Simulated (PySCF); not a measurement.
Gas-phase reaction: 2 Al + 3 C3H6 (cyclic) ⇌ 2 Al(CH3)3 + 3 C

Method: PySCF energies plus ideal-gas RRHO corrections (1 bar). † marks an energy on the PBE0/def2-TZVP geometry and frequencies; other levels use their own. MP2 freezes the core. 6-31G* has spherical d functions here. Open shells (unrestricted): Al (multiplicity 2, electronic degeneracy 6), C (multiplicity 3, electronic degeneracy 9); the rest are closed-shell singlets. Spin-orbit splitting is ignored; it lowers the true energy and changes the entropy of Al, C. B3LYP is the form with VWN-RPA correlation. Methyl groups turn as free rotors in Al(CH3)3. MP2 isn't extrapolated to the basis-set limit; its ΔH°(298 K) is 1276.0 kJ in def2-SVP and 1232.8 kJ in def2-TZVPP. The harmonic model lacks anharmonicity and excited electronic states, which grow with temperature; levels with a mode under 35 cm⁻¹ are left out.

```tsv
level	ΔE electronic, kJ	ΔH°(298 K), kJ	ΔS°(298 K), J/K	ΔG°(2500 K), kJ
B3LYP/6-31G*	1334	1266	128	844
B3LYP/def2-TZVP†	1282	1210	130	773
BLYP/def2-TZVP†	1293	1221	130	784
HF/6-31G*	891	810	126	374
HF/def2-TZVP†	854	781	130	345
MP2/def2-TZVPP†	1305	1233	130	796
PBE0/def2-QZVP†	1370	1298	130	862
LDA/def2-TZVP†	1634	1562	130	1125
```
ΔH° is lowest at HF/def2-TZVP† and highest at LDA/def2-TZVP†. No reference value is set beside these.
